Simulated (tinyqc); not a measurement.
CCSD on RHF in the sto-3g basis, for CH3-, spin multiplicity 1, step by step (part 1 of 2). The basis has no diffuse functions, so it cannot describe the extra electron: this is an exercise in the method, not the real anion. Computed by tinyqc, a small Python program that keeps every step (integrals from PySCF). Settings: charge = -1, multiplicity = 1, basis = sto-3g, method = RHF, energy threshold = 1e-10, iteration cap = 68, orthogonalisation = symmetric, start = Wolfsberg-Helmholz matrix, DIIS depth = 6, amplitude equations = CCSD, DIIS depth for amplitudes = 6, cap on updates = 63. Command: `OMP_NUM_THREADS=1 python tinyqc.py 22264 22265 out.jsonl` (the two numbers bound the seeds that draw the settings). One thread of a shared host (Intel(R) Xeon(R) Processor @ 2.60GHz), about 0.3 s of CPU time with the checks. The early iterations of the SCF are left out here.

## One-electron integrals

Geometry (angstrom):
```
atom          x          y         z
C      0.000000   0.000000  0.037000
H      1.042000   0.000000  0.000000
H     -0.521000   0.903000  0.000000
H     -0.521000  -0.903000  0.000000
```

Basis sto-3g: exponents (1/bohr^2) and contraction coefficients of normalised primitives:
```
element  l (shell)   exponent  coefficient
C            s (1)  71.616837     0.154329
C            s (1)  13.045096     0.535328
C            s (1)   3.530512     0.444635
C            s (2)   2.941249    -0.099967
C            s (2)   0.683483     0.399513
C            s (2)   0.222290     0.700115
C            p (3)   2.941249     0.155916
C            p (3)   0.683483     0.607684
C            p (3)   0.222290     0.391957
H            s (1)   3.425251     0.154329
H            s (1)   0.623914     0.535328
H            s (1)   0.168855     0.444635
```

Overlap, kinetic and nuclear-attraction integrals over the contracted functions; the nuclear repulsion is the sum of Za Zb / Rab.

nuclear repulsion = 10.01178461 hartree

overlap S, lower triangle:
```
           1C 1s     1C 2s     1C 2px     1C 2py     1C 2pz     2H 1s     3H 1s     4H 1s
1C 1s   1.000000
1C 2s   0.248362  1.000000
1C 2px  0.000000  0.000000   1.000000
1C 2py  0.000000  0.000000   0.000000   1.000000
1C 2pz  0.000000  0.000000   0.000000   0.000000   1.000000
2H 1s   0.069554  0.518307   0.482673   0.000000  -0.017139  1.000000
3H 1s   0.069469  0.518001  -0.241133   0.417934  -0.017125  0.162795  1.000000
4H 1s   0.069469  0.518001  -0.241133  -0.417934  -0.017125  0.162795  0.162567  1.000000
```

kinetic energy T (hartree), lower triangle:
```
            1C 1s     1C 2s     1C 2px     1C 2py     1C 2pz      2H 1s      3H 1s     4H 1s
1C 1s   15.891122
1C 2s   -0.085890  0.472250
1C 2px   0.000000  0.000000   1.477728
1C 2py   0.000000  0.000000   0.000000   1.477728
1C 2pz   0.000000  0.000000   0.000000   0.000000   1.477728
2H 1s   -0.008365  0.122990   0.290889   0.000000  -0.010329   0.760032
3H 1s   -0.008394  0.122805  -0.145204   0.251668  -0.010312  -0.006319   0.760032
4H 1s   -0.008394  0.122805  -0.145204  -0.251668  -0.010312  -0.006319  -0.006345  0.760032
```

nuclear attraction V (hartree), lower triangle:
```
             1C 1s      1C 2s     1C 2px     1C 2py     1C 2pz      2H 1s      3H 1s      4H 1s
1C 1s   -35.174818
1C 2s    -4.570255  -6.659075
1C 2px   -0.000028  -0.000218  -6.686266
1C 2py    0.000000   0.000000   0.000000  -6.686282
1C 2pz    0.001968   0.019589   0.000009   0.000000  -6.480136
2H 1s    -1.306246  -2.973852  -2.572022   0.000000   0.096364  -4.778371
3H 1s    -1.304620  -2.971538   1.284568  -2.226539   0.096262  -0.864332  -4.776907
4H 1s    -1.304620  -2.971538   1.284568   2.226539   0.096262  -0.864332  -0.863084  -4.776907
```

core Hamiltonian H = T + V (hartree), lower triangle:
```
             1C 1s      1C 2s     1C 2px     1C 2py     1C 2pz      2H 1s      3H 1s      4H 1s
1C 1s   -19.283696
1C 2s    -4.656145  -6.186825
1C 2px   -0.000028  -0.000218  -5.208538
1C 2py    0.000000   0.000000   0.000000  -5.208554
1C 2pz    0.001968   0.019589   0.000009   0.000000  -5.002408
2H 1s    -1.314611  -2.850862  -2.281133   0.000000   0.086035  -4.018339
3H 1s    -1.313014  -2.848733   1.139364  -1.974871   0.085950  -0.870651  -4.016875
4H 1s    -1.313014  -2.848733   1.139364   1.974871   0.085950  -0.870651  -0.869429  -4.016875
```

## Two-electron integrals

Functions are numbered as in S; the eight-fold symmetry (ij|kl) = (ji|kl) = (kl|ij) leaves the list below.

Two-electron integrals (ij|kl) in chemists' order, unique and non-zero (hartree):
```
(11|11) 3.541948    (21|11) 0.576921    (21|21) 0.111888    (22|11) 0.854682
(22|21) 0.205284    (22|22) 0.624709    (31|31) 0.020296    (32|31) 0.030858
(32|32) 0.137996    (33|11) 0.852436    (33|21) 0.205335    (33|22) 0.624568
(33|33) 0.672833    (41|41) 0.020296    (42|41) 0.030858    (42|42) 0.137996
(43|43) 0.036269    (44|11) 0.852436    (44|21) 0.205335    (44|22) 0.624568
(44|33) 0.600295    (44|44) 0.672833    (51|51) 0.020296    (52|51) 0.030858
(52|52) 0.137996    (53|53) 0.036269    (54|54) 0.036269    (55|11) 0.852436
(55|21) 0.205335    (55|22) 0.624568    (55|33) 0.600295    (55|44) 0.600295
(55|55) 0.672833    (61|11) 0.163227    (61|21) 0.031428    (61|22) 0.057432
(61|31) 0.001938    (61|32) 0.003572    (61|33) 0.057841    (61|44) 0.057237
(61|51) -0.000069   (61|52) -0.000127   (61|53) -0.000021   (61|55) 0.057237
(61|61) 0.009030    (62|11) 0.357696    (62|21) 0.086896    (62|22) 0.287042
(62|31) 0.008250    (62|32) 0.054599    (62|33) 0.299842    (62|44) 0.280502
(62|51) -0.000293   (62|52) -0.001939   (62|53) -0.000687   (62|55) 0.280527
(62|61) 0.025392    (62|62) 0.167000    (63|11) 0.291713    (63|21) 0.071840
(63|22) 0.251662    (63|31) 0.015245    (63|32) 0.092279    (63|33) 0.276925
(63|44) 0.238890    (63|51) -0.000213   (63|52) -0.001592   (63|53) -0.000961
(63|55) 0.238911    (63|61) 0.022078    (63|62) 0.174216    (63|63) 0.200163
(64|41) 0.009248    (64|42) 0.047439    (64|43) 0.010961    (64|54) -0.000389
(64|64) 0.021676    (65|11) -0.010358   (65|21) -0.002551   (65|22) -0.008936
(65|31) -0.000213   (65|32) -0.001592   (65|33) -0.009055   (65|44) -0.008483
(65|51) 0.009255    (65|52) 0.047495    (65|53) 0.010981    (65|55) -0.009262
(65|61) -0.000784   (65|62) -0.006186   (65|63) -0.006338   (65|65) 0.021901
(66|11) 0.493417    (66|21) 0.121933    (66|22) 0.454439    (66|31) 0.015506
(66|32) 0.133946    (66|33) 0.502341    (66|44) 0.430201    (66|51) -0.000551
(66|52) -0.004756   (66|53) -0.002562   (66|55) 0.430292    (66|61) 0.036270
(66|62) 0.323898    (66|63) 0.374724    (66|65) -0.013306   (66|66) 0.774606
(71|11) 0.163025    (71|21) 0.031390    (71|22) 0.057362    (71|31) -0.000967
(71|32) -0.001783   (71|33) 0.057318    (71|41) 0.001676    (71|42) 0.003090
(71|43) -0.000261   (71|44) 0.057620    (71|51) -0.000069   (71|52) -0.000127
(71|53) 0.000011    (71|54) -0.000019   (71|55) 0.057168    (71|61) 0.008723
(71|62) 0.023783    (71|63) 0.019160    (71|64) 0.000884    (71|65) -0.000735
(71|66) 0.033119    (71|71) 0.009008    (72|11) 0.357413    (72|21) 0.086828
(72|22) 0.286837    (72|31) -0.004120   (72|32) -0.027271   (72|33) 0.285128
(72|41) 0.007141    (72|42) 0.047266    (72|43) -0.008368   (72|44) 0.294803
(72|51) -0.000293   (72|52) -0.001937   (72|53) 0.000343    (72|54) -0.000594
(72|55) 0.280324    (72|61) 0.023793    (72|62) 0.122643    (72|63) 0.099350
(72|64) 0.014464    (72|65) -0.004417   (72|66) 0.188633    (72|71) 0.025341
(72|72) 0.166788    (73|11) -0.145701   (73|21) -0.035882   (73|22) -0.125706
(73|31) 0.010736    (73|32) 0.058592    (73|33) -0.132284   (73|41) -0.002595
(73|42) -0.019403   (73|43) 0.012972    (73|44) -0.125366   (73|51) 0.000106
(73|52) 0.000795    (73|53) -0.000532   (73|54) 0.000247    (73|55) -0.119336
(73|61) -0.008816   (73|62) -0.037139   (73|63) -0.016162   (73|64) -0.003285
(73|65) 0.001307    (73|66) -0.044265   (73|71) -0.011014   (73|72) -0.086972
(73|73) 0.066182    (74|11) 0.252529    (74|21) 0.062191    (74|22) 0.217874
(74|31) -0.002595   (74|32) -0.019403   (74|33) 0.210302    (74|41) 0.013736
(74|42) 0.081027    (74|43) -0.011514   (74|44) 0.236260    (74|51) -0.000184
(74|52) -0.001378   (74|53) 0.000247    (74|54) -0.000818   (74|55) 0.206834
(74|61) 0.017049    (74|62) 0.093304    (74|63) 0.074942    (74|64) 0.025188
(74|65) -0.003289   (74|66) 0.143445    (74|71) 0.019089    (74|72) 0.150741
(74|73) -0.077196   (74|74) 0.155438    (75|11) -0.010347   (75|21) -0.002548
(75|22) -0.008927   (75|31) 0.000106    (75|32) 0.000795    (75|33) -0.008617
(75|41) -0.000184   (75|42) -0.001378   (75|43) 0.000247    (75|44) -0.008903
(75|51) 0.009246    (75|52) 0.047454    (75|53) -0.005484   (75|54) 0.009505
(75|55) -0.009252   (75|61) -0.000735   (75|62) -0.004416   (75|63) -0.003501
(75|64) -0.000511   (75|65) 0.015125    (75|66) -0.007245   (75|71) -0.000782
(75|72) -0.006177   (75|73) 0.003163    (75|74) -0.005482   (75|75) 0.021867
(76|11) 0.102640    (76|21) 0.024984    (76|22) 0.084858    (76|31) 0.000996
(76|32) 0.006908    (76|33) 0.085626    (76|41) 0.001725    (76|42) 0.011968
(76|43) 0.000420    (76|44) 0.086113    (76|51) -0.000141   (76|52) -0.000981
(76|53) -0.000128   (76|54) -0.000222   (76|55) 0.082756    (76|61) 0.007120
(76|62) 0.044356    (76|63) 0.042714    (76|64) 0.004713    (76|65) -0.001806
(76|66) 0.080271    (76|71) 0.007111    (76|72) 0.044331    (76|73) -0.017263
(76|74) 0.039340    (76|75) -0.001805   (76|76) 0.014136    (77|11) 0.493200
(77|21) 0.121881    (77|22) 0.454293    (77|31) -0.007744   (77|32) -0.066916
(77|33) 0.448074    (77|41) 0.013422    (77|42) 0.115980    (77|43) -0.031218
(77|44) 0.484170    (77|51) -0.000550   (77|52) -0.004752   (77|53) 0.001279
(77|54) -0.002217   (77|55) 0.430153    (77|61) 0.033146    (77|62) 0.188712
(77|63) 0.146391    (77|64) 0.033364    (77|65) -0.007249   (77|66) 0.291141
(77|71) 0.036210    (77|72) 0.323661    (77|73) -0.187167   (77|74) 0.324400
(77|75) -0.013292   (77|76) 0.080271    (77|77) 0.774606    (81|11) 0.163025
(81|21) 0.031390    (81|22) 0.057362    (81|31) -0.000967   (81|32) -0.001783
(81|33) 0.057318    (81|41) -0.001676   (81|42) -0.003090   (81|43) 0.000261
(81|44) 0.057620    (81|51) -0.000069   (81|52) -0.000127   (81|53) 0.000011
(81|54) 0.000019    (81|55) 0.057168    (81|61) 0.008723    (81|62) 0.023783
(81|63) 0.019160    (81|64) -0.000884   (81|65) -0.000735   (81|66) 0.033119
(81|71) 0.008712    (81|72) 0.023763    (81|73) -0.010334   (81|74) 0.016144
(81|75) -0.000734   (81|76) 0.006749    (81|77) 0.033104    (81|81) 0.009008
(82|11) 0.357413    (82|21) 0.086828    (82|22) 0.286837    (82|31) -0.004120
(82|32) -0.027271   (82|33) 0.285128    (82|41) -0.007141   (82|42) -0.047266
(82|43) 0.008368    (82|44) 0.294803    (82|51) -0.000293   (82|52) -0.001937
(82|53) 0.000343    (82|54) 0.000594    (82|55) 0.280324    (82|61) 0.023793
(82|62) 0.122643    (82|63) 0.099350    (82|64) -0.014464   (82|65) -0.004417
(82|66) 0.188633    (82|71) 0.023763    (82|72) 0.122541    (82|73) -0.062125
(82|74) 0.078779    (82|75) -0.004412   (82|76) 0.034532    (82|77) 0.188547
(82|81) 0.025341    (82|82) 0.166788    (83|11) -0.145701   (83|21) -0.035882
(83|22) -0.125706   (83|31) 0.010736    (83|32) 0.058592    (83|33) -0.132284
(83|41) 0.002595    (83|42) 0.019403    (83|43) -0.012972   (83|44) -0.125366
(83|51) 0.000106    (83|52) 0.000795    (83|53) -0.000532   (83|54) -0.000247
(83|55) -0.119336   (83|61) -0.008816   (83|62) -0.037139   (83|63) -0.016162
(83|64) 0.003285    (83|65) 0.001307    (83|66) -0.044265   (83|71) -0.010334
(83|72) -0.062125   (83|73) 0.045798    (83|74) -0.039072   (83|75) 0.002190
(83|76) -0.013285   (83|77) -0.101955   (83|81) -0.011014   (83|82) -0.086972
(83|83) 0.066182    (84|11) -0.252529   (84|21) -0.062191   (84|22) -0.217874
(84|31) 0.002595    (84|32) 0.019403    (84|33) -0.210302   (84|41) 0.013736
(84|42) 0.081027    (84|43) -0.011514   (84|44) -0.236260   (84|51) 0.000184
(84|52) 0.001378    (84|53) -0.000247   (84|54) -0.000818   (84|55) -0.206834
(84|61) -0.017049   (84|62) -0.093304   (84|63) -0.074942   (84|64) 0.025188
(84|65) 0.003289    (84|66) -0.143445   (84|71) -0.016144   (84|72) -0.078779
(84|73) 0.039072    (84|74) -0.036869   (84|75) 0.002775    (84|76) -0.023028
(84|77) -0.110060   (84|81) -0.019089   (84|82) -0.150741   (84|83) 0.077196
(84|84) 0.155438    (85|11) -0.010347   (85|21) -0.002548   (85|22) -0.008927
(85|31) 0.000106    (85|32) 0.000795    (85|33) -0.008617   (85|41) 0.000184
(85|42) 0.001378    (85|43) -0.000247   (85|44) -0.008903   (85|51) 0.009246
(85|52) 0.047454    (85|53) -0.005484   (85|54) -0.009505   (85|55) -0.009252
(85|61) -0.000735   (85|62) -0.004416   (85|63) -0.003501   (85|64) 0.000511
(85|65) 0.015125    (85|66) -0.007245   (85|71) -0.000734   (85|72) -0.004412
(85|73) 0.002190    (85|74) -0.002775   (85|75) 0.015110    (85|76) -0.001366
(85|77) -0.007241   (85|81) -0.000782   (85|82) -0.006177   (85|83) 0.003163
(85|84) 0.005482    (85|85) 0.021867    (86|11) 0.102640    (86|21) 0.024984
(86|22) 0.084858    (86|31) 0.000996    (86|32) 0.006908    (86|33) 0.085626
(86|41) -0.001725   (86|42) -0.011968   (86|43) -0.000420   (86|44) 0.086113
(86|51) -0.000141   (86|52) -0.000981   (86|53) -0.000128   (86|54) 0.000222
(86|55) 0.082756    (86|61) 0.007120    (86|62) 0.044356    (86|63) 0.042714
(86|64) -0.004713   (86|65) -0.001806   (86|66) 0.080271    (86|71) 0.006749
(86|72) 0.034532    (86|73) -0.013285   (86|74) 0.023028    (86|75) -0.001366
(86|76) 0.011465    (86|77) 0.052230    (86|81) 0.007111    (86|82) 0.044331
(86|83) -0.017263   (86|84) -0.039340   (86|85) -0.001805   (86|86) 0.014136
(87|11) 0.102496    (87|21) 0.024949    (87|22) 0.084738    (87|31) -0.001988
(87|32) -0.013791   (87|33) 0.086230    (87|44) 0.085266    (87|51) -0.000141
(87|52) -0.000979   (87|53) 0.000256    (87|55) 0.082640    (87|61) 0.006748
(87|62) 0.034511    (87|63) 0.026563    (87|65) -0.001365   (87|66) 0.052176
(87|71) 0.007101    (87|72) 0.044262    (87|73) -0.025376   (87|74) 0.034578
(87|75) -0.001802   (87|76) 0.011451    (87|77) 0.080140    (87|81) 0.007101
(87|82) 0.044262    (87|83) -0.025376   (87|84) -0.034578   (87|85) -0.001802
(87|86) 0.011451    (87|87) 0.014094    (88|11) 0.493200    (88|21) 0.121881
(88|22) 0.454293    (88|31) -0.007744   (88|32) -0.066916   (88|33) 0.448074
(88|41) -0.013422   (88|42) -0.115980   (88|43) 0.031218    (88|44) 0.484170
(88|51) -0.000550   (88|52) -0.004752   (88|53) 0.001279    (88|54) 0.002217
(88|55) 0.430153    (88|61) 0.033146    (88|62) 0.188712    (88|63) 0.146391
(88|64) -0.033364   (88|65) -0.007249   (88|66) 0.291141    (88|71) 0.033104
(88|72) 0.188547    (88|73) -0.101955   (88|74) 0.110060    (88|75) -0.007241
(88|76) 0.052230    (88|77) 0.291002    (88|81) 0.036210    (88|82) 0.323661
(88|83) -0.187167   (88|84) -0.324400   (88|85) -0.013292   (88|86) 0.080271
(88|87) 0.080140    (88|88) 0.774606
```

## Orthogonalisation

S = U s U^T; symmetric (Loewdin) form X = U s^(-1/2) U^T, so that X^T S X = 1.

eigenvalues of S: 0.232684  0.321994  0.322106  0.959740  1.001553  1.515134  1.515327  2.131461

X, lower triangle:
```
            1C 1s      1C 2s     1C 2px     1C 2py    1C 2pz      2H 1s      3H 1s     4H 1s
1C 1s    1.028607
1C 2s   -0.170728   1.511397
1C 2px  -0.000016   0.000330   1.222515
1C 2py   0.000000   0.000000   0.000000   1.222478
1C 2pz   0.001339  -0.015782  -0.000012   0.000000  1.000511
2H 1s    0.026110  -0.380816  -0.384329   0.000000  0.012379   1.314181
3H 1s    0.026105  -0.380326   0.191904  -0.332611  0.012359  -0.038168   1.313679
4H 1s    0.026105  -0.380326   0.191904   0.332611  0.012359  -0.038168  -0.038177  1.313679
```

## Iteration 7 (converged): orbitals

converged F (hartree), lower triangle:
```
             1C 1s      1C 2s     1C 2px     1C 2py    1C 2pz      2H 1s      3H 1s      4H 1s
1C 1s   -10.350782
1C 2s    -2.818627  -1.005007
1C 2px   -0.000007  -0.000209   0.228739
1C 2py    0.000000   0.000000   0.000000   0.228835
1C 2pz    0.003116   0.009605   0.000013   0.000000  0.227814
2H 1s    -0.802627  -0.538575  -0.229279   0.000000  0.012046  -0.136124
3H 1s    -0.801665  -0.538182   0.114552  -0.198550  0.012040  -0.190904  -0.135686
4H 1s    -0.801665  -0.538182   0.114552   0.198550  0.012040  -0.190904  -0.190659  -0.135686
```

Diagonalise F' = X^T F X, C = X C', fill 5 alpha and 5 beta electrons from the bottom; D = 2 C_occ C_occ^T. Each column has its largest component positive (the first on a tie).

F' = X^T F X (hartree), lower triangle:
```
            1          2          3          4         5          6          7         8
1  -10.106661
2   -1.587936   0.177284
3    0.000021   0.000180   0.676988
4    0.000000   0.000000   0.000000   0.677077
5    0.005144  -0.016592  -0.000004   0.000000  0.228809
6   -0.137163  -0.474376  -0.565807   0.000000  0.018456   0.433770
7   -0.136807  -0.473945   0.282674  -0.489823  0.018439  -0.074725   0.433502
8   -0.136807  -0.473945   0.282674   0.489823  0.018439  -0.074725  -0.074700  0.433502
```

orbital energies (hartree): MO1 -10.358312, MO2 -0.422142, MO3 -0.105203, MO4 -0.105189, MO5 0.227729, MO6 1.136314, MO7 1.290481, MO8 1.290593

coefficients C:
```
              MO1        MO2        MO3        MO4        MO5        MO6        MO7        MO8
1C 1s    0.991794  -0.211769   0.000000   0.000057  -0.011422  -0.246159   0.000000  -0.000692
1C 2s    0.038141   0.546867   0.000000  -0.000284   0.053069   1.563545   0.000000   0.004939
1C 2px   0.000007   0.000185   0.000000   0.458362   0.000006  -0.003033   0.000000   1.227111
1C 2py   0.000000   0.000000   0.458281   0.000000   0.000000   0.000000   1.227066   0.000000
1C 2pz  -0.000691  -0.012991   0.000000  -0.000006   0.998741  -0.063866   0.000000  -0.000196
2H 1s   -0.007788   0.266995   0.000000   0.571631  -0.011665  -0.762150   0.000000  -1.021974
3H 1s   -0.007781   0.266721   0.495150  -0.286027  -0.011680  -0.765897  -0.882732   0.507416
4H 1s   -0.007781   0.266721  -0.495150  -0.286027  -0.011680  -0.765897   0.882732   0.507416
```

D after iteration 7, lower triangle:
```
            1C 1s      1C 2s     1C 2px     1C 2py     1C 2pz      2H 1s      3H 1s     4H 1s
1C 1s    2.057265
1C 2s   -0.157174   0.606670
1C 2px  -0.000012  -0.000057   0.420191
1C 2py   0.000000   0.000000   0.000000   0.420043
1C 2pz  -0.018684   0.091743   0.000001   0.000000   1.995307
2H 1s   -0.128199   0.289864   0.524127   0.000000  -0.030233   0.796490
3H 1s   -0.128167   0.290052  -0.262110   0.453835  -0.030247  -0.184184   0.796645
4H 1s   -0.128167   0.290052  -0.262110  -0.453835  -0.030247  -0.184184  -0.184049  0.796645
```

## Convergence

Stop when the energy changes by less than 1e-10 hartree and every element of the error matrix X^T (F D S - S D F) X is below 3e-06.

Course of the cycle:
```
iteration   E (hartree)     change  largest element of the error matrix
1          -38.54774450          -                             4.50e-01
2          -38.79197041  -2.44e-01                             4.87e-02
3          -38.79553080  -3.56e-03                             9.14e-03
4          -38.79572902  -1.98e-04                             1.12e-03
5          -38.79573169  -2.67e-06                             7.87e-05
6          -38.79573170  -9.50e-09                             1.89e-06
7          -38.79573170  -4.82e-12                             5.04e-08
```

PySCF RHF in the same basis = -38.79573170 hartree

Converged in 7 iterations.
